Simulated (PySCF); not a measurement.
This PySCF input asks for the NMR shieldings of SMILES [SH3+], [H3S]+; the geometry comes from GFN2-xTB.

```python
import basis_set_exchange as bse
import numpy as np
from pyscf import gto, dft
from pyscf.prop import nmr

atoms = """
S    -0.001442    0.003962    0.541466
H    -0.554651    0.997481   -0.196270
H     1.146101   -0.016200   -0.179682
H    -0.579774   -0.980470   -0.188369
"""
names = dict.fromkeys(["S", "H"], "pcSseg-1")
basis = {el: gto.basis.parse(bse.get_basis(n, elements=[el], fmt="nwchem")) for el, n in names.items()}
mol = gto.M(atom=atoms, basis=basis, charge=1, verbose=0)
mf = dft.RKS(mol, xc="PBE0")
mf.grids.level = 2
mf.grids.alignment = dft.numint.BLKSIZE   # the property module wants whole blocks of grid points
mf.conv_tol = 1e-9
mf.kernel()

calc = nmr.RKS(mf)   # GIAO
C = mf.mo_coeff
Co = C[:, mf.mo_occ > 0]
resp = mf.gen_response(singlet=True, hermi=2)
def vind(x):   # induced exchange potential for any number of trial vectors
    d = np.einsum("pi,xij,qj->xpq", C, 2 * x.reshape(-1, C.shape[1], Co.shape[1]), Co, optimize=True)
    return np.einsum("xpq,pi,qj->xij", resp(d - d.transpose(0, 2, 1)), C, Co, optimize=True).ravel()
mo1, _ = nmr.rhf.solve_mo1(calc, with_cphf=vind)
sigma = calc.kernel(mo1)
for i, s in enumerate(sigma):   # ppm
    w = np.linalg.eigvalsh((s + s.T) / 2)
    print("%2d %-2s iso %8.1f  s11 %8.1f  s22 %8.1f  s33 %8.1f" % (i, mol.atom_pure_symbol(i), w.mean(), *w))
```

Problem. What are the results?

Solution. 
```
 0 S  iso    639.8  s11    573.0  s22    673.0  s33    673.3
 1 H  iso     25.6  s11     20.1  s22     20.4  s33     36.3
 2 H  iso     25.6  s11     20.1  s22     20.4  s33     36.3
 3 H  iso     25.6  s11     20.1  s22     20.4  s33     36.3
```

These numbers come from an equivalent density-fitted implementation of the same equations, which agrees with the script to about 0.01 ppm for H and up to a few tenths of a ppm for heavy atoms, so last digits may differ.

Problem. Turn these shieldings into chemical shifts. Referencing at the same level of theory: ³³S (503.73 ppm) vs CS2; ¹H (31.72 ppm) vs TMS.

Solution. Averaging equivalent atoms: S 0: -136; H 1/2/3: 6.13 ppm. 

Size and cost of the density-fitted run: 39 basis functions, 1.3 s wall time on 1 thread of an x86-64 server CPU, shared host.
